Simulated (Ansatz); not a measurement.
System: rock-salt HfN. Method: PBEsol (Ansatz, an electronic-structure program, PAW).

Run with plane-wave cutoff 520 eV, 16×16×16 k mesh, Fermi–Dirac smearing 0.1 eV, perturbation theory, force constants from a 4×4×4 q mesh, scalar-relativistic PAW data made under PBE.

Computed at the level's own relaxed cell. Harmonic vibrational thermodynamics at fixed volume:

```tsv
T (K)	S_vib (J/K per mol of atoms)	C_V (J/K per mol of atoms)	F_vib (eV/atom)
0	0.00	0.00	0.0601
100	6.42	9.65	0.0579
200	15.18	16.00	0.0466
400	28.44	21.69	0.0005
500	33.40	22.75	-0.0317
900	47.28	24.22	-0.2014
1000	49.84	24.35	-0.2518
```

The crystal is taken as a harmonic solid at every temperature: melting, phase changes and thermal expansion are not seen, nor the electrons' share in a metal.
